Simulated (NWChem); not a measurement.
# BH2SCl (SMILES SBCl): levels of theory compared

Aim: a comparison of 5 runs (PBE0/def2-SVP, CAM-B3LYP/3-21G, B3LYP/6-31G*, MP2/3-21G, MP2/6-31G**) of BH2SCl. 

Program for the calculation: NWChem 7.3.0.

## 1. The system as given

BH2SCl has 5 atoms, charge 0, and is taken as a singlet. As SMILES, `SBCl`. Geometry: relaxed at PBE0-D4/def2-TZVP. This is one conformer, not always the lowest.

Bond lengths: S1–B2 1.779 Å, B2–Cl3 1.745 Å, S1–H4 1.343 Å, B2–H5 1.189 Å. Angles: S1–B2–Cl3 118.6°, S1–B2–H5 122.1°, Cl3–B2–H5 119.3°, B2–S1–H4 96.0°.

## 2. Energy and forces at PBE0/def2-SVP (run 1)

run.py

```python
from ase import Atoms
from ase.calculators.nwchem import NWChem

molecule = Atoms(['S', 'B', 'Cl', 'H', 'H'], positions=[
    [-1.294500, -0.008800, -0.323500],
    [0.402900, -0.217800, 0.164700],
    [0.888700, -1.738900, 0.868900],
    [-1.157600, 1.248200, -0.777100],
    [1.210400, 0.643400, 0.025700],
])

calc = NWChem(
    label='m1',
    theory='dft',
    memory='2200 mb',
    basis='def2-SVP',
    basispar='spherical bse',
    dft={'xc': 'pbe0', 'mult': '1', 'grid': 'xfine', 'convergence': 'energy 1e-08', 'iterations': '100', 'mulliken': None, 'print': 'low'},
)
molecule.calc = calc

forces = molecule.get_forces()
print("Total energy (eV):", round(molecule.get_potential_energy(), 6))
print("forces (eV/A):")
for s, f in zip(molecule.symbols, forces):
    print(f"{s:2s} {f[0]:10.5f} {f[1]:10.5f} {f[2]:10.5f}")
```

Command:

```console
$ export ASE_NWCHEM_COMMAND="nwchem PREFIX.nwi > PREFIX.nwo"
$ python run.py
```

Log:

```text
Total energy (eV): -24051.945523
forces (eV/A):
S    -0.12305   -0.15560    0.03034
B    -0.14933   -0.15853    0.02473
Cl    0.04417   -0.12069    0.05775
H     0.00663    0.18959   -0.07122
H     0.22158    0.24518   -0.04155
```

The calculator wrote m1.nwi:

```
title "m1"

permanent_dir m1

scratch_dir m1

start m1

geometry units angstrom nocenter noautosym noautoz
  S  -1.2945000000000000e+00 -8.8000000000000005e-03 -3.2350000000000001e-01
  B  4.0289999999999998e-01 -2.1779999999999999e-01 1.6470000000000001e-01
  Cl 8.8870000000000005e-01 -1.7388999999999999e+00 8.6890000000000001e-01
  H  -1.1576000000000000e+00 1.2482000000000000e+00 -7.7710000000000001e-01
  H  1.2103999999999999e+00 6.4339999999999997e-01 2.5700000000000001e-02
end

memory 2200 mb

basis spherical bse noprint
   * library def2-SVP
end

dft
  xc pbe0
  mult 1
  grid xfine
  convergence energy 1e-08
  iterations 100
  mulliken
  print low
end

task dft gradient
```

m1.nwo:

```text
Northwest Computational Chemistry Package (NWChem) 7.3.0
             --------------------------------------------------------

           Job information
           ---------------

    nwchem branch   = 7.3.0
    use scalapack   = T
    input           = m1.nwi
    prefix          = m1.
    data base       = m1/m1.db
    status          = startup
    nproc           =        1

           Memory information
           ------------------

[... 5 lines left out ...]
    hardfail = no
[... 39 lines left out ...]
            Nuclear Dipole moment (a.u.)
[... 78 lines left out ...]
         Total DFT energy =     -883.892702174855
[... 1 line left out ...]
           Coulomb energy =      508.563015337437
[... 1 line left out ...]
 Nuclear repulsion energy =      115.979439872563
[... 29 lines left out ...]
                         DFT ENERGY GRADIENTS

    atom               coordinates                        gradient
                 x          y          z           x          y          z
   1 S      -2.446250  -0.016630  -0.611326    0.002393   0.003026  -0.000590
   2 B       0.761371  -0.411582   0.311238    0.002904   0.003083  -0.000481
   3 Cl      1.679399  -3.286045   1.641983   -0.000859   0.002347  -0.001123
   4 H      -2.187547   2.358756  -1.468506   -0.000129  -0.003687   0.001385
   5 H       2.287324   1.215850   0.048566   -0.004309  -0.004768   0.000808

 Task  times  cpu:        9.3s     wall:        9.3s
 Total times  cpu:        9.3s     wall:        9.3s
```

Run time: 11 s. Hardware: 1 thread of Intel Xeon 6975P-C (Granite Rapids), shared host; peak memory 0.12 GiB.

## 3. Energy and gradient at CAM-B3LYP/3-21G (run 2)

a.nw

```
start a
memory 2200 mb
charge 0

geometry units angstroms noautosym nocenter noautoz
 S    -1.294500   -0.008800   -0.323500
 B     0.402900   -0.217800    0.164700
 Cl    0.888700   -1.738900    0.868900
 H    -1.157600    1.248200   -0.777100
 H     1.210400    0.643400    0.025700
end

basis spherical bse
 * library 3-21G
end

dft
 xc xcamb88 1.00 lyp 0.81 vwn_5 0.19 hfexch 1.00
 cam 0.33 cam_alpha 0.19 cam_beta 0.46
 mult 1
 grid xfine
 convergence energy 1e-08
 direct
 iterations 100
 mulliken
 print medium
end

task dft gradient
```

Command:

```console
$ nwchem a.nw > a.out
```

Log:

```text
[...]
          Wavefunction type:  closed shell.
          No. of atoms     :     5
          No. of electrons :    40
[...]
          Charge           :     0
          Spin multiplicity:     1
[...]
          AO basis - number of functions:    39
[...]
              XC Information
              --------------
                     Hartree-Fock (Exact) Exchange  1.000
                   CAM-Becke88 Exchange Functional  1.000
                      VWN V Correlation Functional  0.190 local
              Lee-Yang-Parr Correlation Functional  0.810
[...]
 d= 0,ls=0.0,diis     1   -880.0813904214 -9.96D+02  2.60D-02  4.52D-01     1.1
[...]
 d= 0,ls=0.0,diis     8   -880.1447220058 -4.64D-09  4.66D-06  2.99D-08     5.9
         Total DFT energy =     -880.144722005804
      One electron energy =    -1445.129398014556
           Coulomb energy =      507.645129850082
    Exchange-Corr. energy =      -58.639893713893
 Nuclear repulsion energy =      115.979439872563
[...]
  wavefunction    = closed shell
[...]
                         DFT ENERGY GRADIENTS
    atom               coordinates                        gradient
                 x          y          z           x          y          z
   1 S      -2.446250  -0.016630  -0.611326    0.007216   0.004046   0.000172
   2 B       0.761371  -0.411582   0.311238   -0.006004  -0.009961   0.002419
   3 Cl      1.679399  -3.286045   1.641983   -0.007061   0.014296  -0.007227
   4 H      -2.187547   2.358756  -1.468506    0.003032  -0.010899   0.004934
   5 H       2.287324   1.215850   0.048566    0.002817   0.002519  -0.000298
[...]
```

Wall time 8.1 s (1 thread of Intel Xeon 6975P-C (Granite Rapids), shared host); peak memory 0.12 GiB.

Runs 3 to 4 aren't shown in full; the table further down has their settings and results.

## 4. Energy and gradient at MP2/6-31G(d,p) (spherical functions) (run 5)

bclh2s.nw

```
start bclh2s
title "BClH2S"
memory total 2200 mb

geometry units angstrom noautosym nocenter noautoz
  S     -1.294500    -0.008800    -0.323500
  B      0.402900    -0.217800     0.164700
  Cl     0.888700    -1.738900     0.868900
  H     -1.157600     1.248200    -0.777100
  H      1.210400     0.643400     0.025700
end

basis spherical bse
  * library 6-31G**
end

scf
  thresh 1e-08
  maxiter 80
  print medium
end

mp2
  freeze core 11
  tight
end

task mp2 gradient
```

Command:

```console
$ nwchem bclh2s.nw > bclh2s.out
```

Log:

```text
[...]
  functions       =    60
[...]
  wavefunction    = RHF
[...]
         Total SCF energy =   -882.906961699339
      One-electron energy =  -1450.022786954328
      Two-electron energy =    451.136385382426
 Nuclear repulsion energy =    115.979439872563
        Time for solution =      5.0s
[...]
          Total MP2 energy          -883.245177308620
[...]
                         mp2 ENERGY GRADIENTS
    atom               coordinates                        gradient
                 x          y          z           x          y          z
   1 S      -2.446250  -0.016630  -0.611326    0.000476  -0.007344   0.002962
   2 B       0.761371  -0.411582   0.311238   -0.003283  -0.000923  -0.000416
   3 Cl      1.679399  -3.286045   1.641983   -0.000825  -0.000489  -0.000019
   4 H      -2.187547   2.358756  -1.468506    0.000766   0.006062  -0.002173
   5 H       2.287324   1.215850   0.048566    0.002866   0.002694  -0.000354
[...]
```

Run time: 15 s. Hardware: 1 thread of Intel Xeon 6975P-C (Granite Rapids), shared host; peak memory 0.13 GiB.

## 5. The series

| run | level | Cartesian functions | integration grid | energy (Eh) | largest force (eV/Å) | wall time |
| --- | --- | --- | --- | --- | --- | --- |
| 1 | PBE0/def2-SVP | no | xfine | -883.892702 | 0.333 | 11 s |
| 2 | CAM-B3LYP/3-21G | no | xfine | -880.144722 | 0.900 | 8.1 s |
| 3 | B3LYP/6-31G* (Cartesian functions) | yes | xfine | -884.503682 | 0.448 | 12 s |
| 4 | MP2/3-21G | no | – | -878.763958 | 1.512 | 2.9 s |
| 5 | MP2/6-31G** (spherical functions) | no | – | -883.245177 | 0.408 | 15 s |

## 6. Summary of results

```
                                                      quantity          value
                                           run 5: total energy  -883.24518 Eh
run 5: dipole moment (of the density that the program reports)         1.78 D
                    run 5: HOMO energy (Hartree–Fock orbitals)      -11.04 eV
                    run 5: LUMO energy (Hartree–Fock orbitals)        2.56 eV
                  run 5: HOMO–LUMO gap (Hartree–Fock orbitals)       13.60 eV
           run 5: correlation energy (11 core orbitals frozen)     -338.2 mEh
                               run 5: largest force on an atom     0.408 eV/Å
```

What this shows: Over runs 2, 3, 4, 5 the dipole moment (its size) runs from 1.74 D (B3LYP/6-31G*) to 2.32 D (CAM-B3LYP/3-21G). The two ends differ in method and basis. Totals of different functionals can't be ranked against each other. All runs together took 49 s, the longest 15 s.
